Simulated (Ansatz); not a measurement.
# [BF2]+ (SMILES F[B+]F) at 6 levels

Wanted: a comparison of 6 runs (HF/STO-3G, B2PLYP/STO-3G, SVWN5/STO-3G, revPBE/STO-3G, UMP2/STO-3G, CCSD/STO-3G) of [BF2]+. 

Program for the calculation: Ansatz 0.2.0.

6 further runs of the same task are left out: 5 that didn't finish, 1 set aside as unsound or not needed.

## Step 1: The system as given

[BF2]+ has 3 atoms, charge +1, and is taken as a singlet. As SMILES, `F[B+]F`. The B2–F1 distance was set to 2.438 Å, away from the relaxed value. At this shape a bond of the SMILES string is far longer than usual.

Bond lengths: B2–F3 1.219 Å. A long bond or contact: F1–B2 2.438 Å.

## Step 2: The energy at HF/STO-3G (run 1)

molecule.yaml

```yaml
basis:
  gaussian:
    orbitals: STO-3G
crystal:
  periodic: [false, false, false]
  atoms:
    - {symbol: F, position_ang: [0.654008, 2.268089, 0.610998]}
    - {symbol: B, position_ang: [0.000740, -0.000320, 0.000370]}
    - {symbol: F, position_ang: [-0.328120, -1.133550, -0.306050]}
total_charge: 1
hamiltonian:
  xc: hf
accuracy: high
```

Command:

```bash
$ ansatz run molecule.yaml --threads 1 --pin off --max-ram 2610MiB --events-out events.jsonl --progress --plain --runs-dir runs
```

Log:

```text
Warning: RAYON_NUM_THREADS=1 ignored (pool sized by the plan → 1); use --threads N
Functional definition: HF
  name "HF"
  exchange = exact_x
  correlation = 0
232 factors; integrals over basis functions are off by at most 3.0e-8 eV
mean field evaluation 1: about -5967.4780 eV, gradient 3.6e1 eV
mean field evaluation 2: about -5967.4853 eV, gradient 3.6e1 eV
mean field evaluation 4: about -5971.5226 eV, gradient 2.7e1 eV
mean field evaluation 8: about -5975.7717 eV, gradient 2.7e1 eV
mean field evaluation 16: about -5985.1868 eV, gradient 2.2e-8 eV
mean field evaluation 32: about -5979.5027 eV, gradient 1.2e0 eV
mean field -5985.18677191 eV, -219.9515569625 hartree, gradient 4.8e-8 eV, S^2 0.000000; 0 other end points of the search recorded, 0 dependent functions left out
reference -5985.18677191 eV, -219.9515569625 hartree; 11, 11 occupied and 4, 4 virtual orbitals, 232 factors
Total energy: -5985.18677191 eV, -219.9515569625 hartree
```

Run time: 0.08 s. Hardware: 1 thread of Arm Neoverse V1, shared host.

## Step 3: A single-point energy at B2PLYP/STO-3G (run 2)

in.yaml

```yaml
crystal:
  periodic: [false, false, false]
  atoms:
    - {symbol: F, position_ang: [0.654008, 2.268089, 0.610998]}
    - {symbol: B, position_ang: [0.000740, -0.000320, 0.000370]}
    - {symbol: F, position_ang: [-0.328120, -1.133550, -0.306050]}
basis:
  gaussian:
    orbitals: STO-3G
total_charge: 1
magnetization:
  spin_polarized: false
  initial_magnetization: 0
hamiltonian:
  xc: {name: B2PLYP}
correlation:
  frozen_orbitals: {B: 1, F: 1}
accuracy: high
```

Command:

```bash
$ ansatz run in.yaml --threads 1 --pin off --max-ram 2610MiB --events-out events.jsonl --progress --plain --runs-dir runs
```

Log, cut to the lines that bear on the results:

```text
Warning: RAYON_NUM_THREADS=1 ignored (pool sized by the plan → 1); use --threads N
Functional definition: B2PLYP
  name "B2PLYP"
[...]
232 factors; integrals over basis functions are off by at most 3.0e-8 eV
[...]
mean field -6001.63528844 eV, -220.5560287956 hartree, gradient 7.9e-8 eV, S^2 0.000000; 1 other end points of the search recorded, 0 dependent functions left out; unrestricted orbitals would lower it
3 core orbitals not correlated: weight in the atoms' cores, before any rotation towards them, 1.000 or more for the frozen orbitals, at most 0.000 for the correlated occupied ones
reference -6001.63530047 eV, -220.5560292379 hartree; 8, 8 occupied and 4, 4 virtual orbitals, 232 factors
second order -6.55125582 eV of doubles, -0.00000000 eV of singles
Total energy: -6003.40413954 eV, -220.6210328747 hartree
```

Run time: 0.99 s. Hardware: 1 thread of Arm Neoverse V1, shared host.

Run 3 isn't shown in full; the table further down has it.

## Step 4: A single-point energy at revPBE/STO-3G (run 4)

Edit in.yaml of step 3 so:

```diff
@@ -10,9 +10,4 @@
 total_charge: 1
-magnetization:
-  spin_polarized: false
-  initial_magnetization: 0
 hamiltonian:
-  xc: {name: B2PLYP}
-correlation:
-  frozen_orbitals: {B: 1, F: 1}
+  xc: {name: revPBE}
 accuracy: high
```

Command:

```bash
$ ansatz run in.yaml --threads 1 --pin off --max-ram 2610MiB --events-out events.jsonl --progress --plain --runs-dir runs
```

Log:

```text
Warning: RAYON_NUM_THREADS=1 ignored (pool sized by the plan → 1); use --threads N
Functional definition: revPBE
  name "revPBE"
  parameter kappa = 1.245
  parameter beta = 0.06672455060314922
  exchange = pbe_x(kappa = kappa, mu = beta*pi^2/3)
  correlation = pbe_c(beta = beta)
232 factors; integrals over basis functions are off by at most 3.0e-8 eV
mean field evaluation 1: about -5991.0117 eV, gradient 4.3e1 eV
mean field evaluation 2: about -5694.2276 eV, gradient 5.7e1 eV
mean field evaluation 4: about -5988.6943 eV, gradient 1.8e1 eV
mean field evaluation 8: about -6008.8615 eV, gradient 1.6e-1 eV
mean field evaluation 16: about -5998.5122 eV, gradient 9.2e0 eV
mean field -6008.86159917 eV, -220.8215908169 hartree, gradient 1.7e-8 eV, S^2 0.000000; 0 other end points of the search recorded, 0 dependent functions left out
reference -6008.86160065 eV, -220.8215908711 hartree; 11, 11 occupied and 4, 4 virtual orbitals, 232 factors
Total energy: -6008.86160065 eV, -220.8215908711 hartree
```

It took 0.68 s on 1 thread of Arm Neoverse V1, shared host.

Run 5 isn't shown in full; the table further down has it.

## Step 5: The energy at CCSD/STO-3G (run 6)

in.yaml

```yaml
crystal:
  periodic: [false, false, false]
  atoms:
    - symbol: F
      position_ang: [0.654008, 2.268089, 0.610998]
    - symbol: B
      position_ang: [0.000740, -0.000320, 0.000370]
    - symbol: F
      position_ang: [-0.328120, -1.133550, -0.306050]
basis:
  gaussian:
    orbitals: STO-3G
total_charge: 1
correlation:
  method: ccsd
  frozen_orbitals: {B: 1, F: 1}
accuracy: high
scf:
  omitted_lower_state_checks: [cluster_reference, increment]
```

Command:

```bash
$ ansatz run in.yaml --threads 1 --pin off --max-ram 2610MiB --events-out events.jsonl --progress --plain --runs-dir runs
```

Log:

```text
Warning: RAYON_NUM_THREADS=1 ignored (pool sized by the plan → 1); use --threads N
[... 14 lines left out ...]
3 core orbitals not correlated: weight in the atoms' cores, before any rotation towards them, 1.000 or more for the frozen orbitals, at most 0.000 for the correlated occupied ones
[... 35 lines left out ...]
WARN: these amplitudes may be one of several solutions (largest doubles amplitude 0.61, level shift 8.88 eV)
Total energy: -5991.09323189 eV, -220.1686153632 hartree
Checks for a lower state left out: cluster_reference, increment
```

Run time: 0.22 s. Hardware: 1 thread of Arm Neoverse V1, shared host.

## Step 6: The series

| run | level | frozen core orbitals | energy (Eh) | wall time |
| --- | --- | --- | --- | --- |
| 1 | HF/STO-3G | – | -219.951557 | 0.08 s |
| 2 | B2PLYP/STO-3G | 3 | -220.621033 | 0.99 s |
| 3 | SVWN5/STO-3G | – | -219.277276 | 0.46 s |
| 4 | revPBE/STO-3G | – | -220.821591 | 0.68 s |
| 5 | UMP2/STO-3G | 3 | -220.154607 | 0.6 s |
| 6 | CCSD/STO-3G | 3 | -220.168615 | 0.22 s |

## Step 7: Outcome

| quantity | value |
| --- | --- |
| run 6: total energy | -220.16862 Eh |
| run 6: correlation energy (3 core orbitals frozen) | -217.1 mEh |
| run 6: T1 diagnostic | 0.052 |

**Reading.** Below the HF energy at the same shape and in the same basis (STO-3G): UMP2 -203.1 mEh; CCSD -217.1 mEh. Some of these start from another determinant than that one, so these aren't their correlation energies. Totals of different functionals can't be ranked against each other. In run 6 the T1 diagnostic is large, so a single reference may not serve. In runs 2, 6 the log says that unrestricted orbitals would lower the reference, so the values rest on an unstable closed-shell determinant (other closed-shell runs at this shape may share the fault). In runs 1, 2, 3, 4, 5, 6 the basis is minimal, so the values are rough. Spin contamination of the reference: run 5 ⟨S²⟩ = 1.01. Where it is this large, the reference is a mixture of spin states, and values that rest on it are in doubt. All runs together took 3 s, the longest 0.99 s.
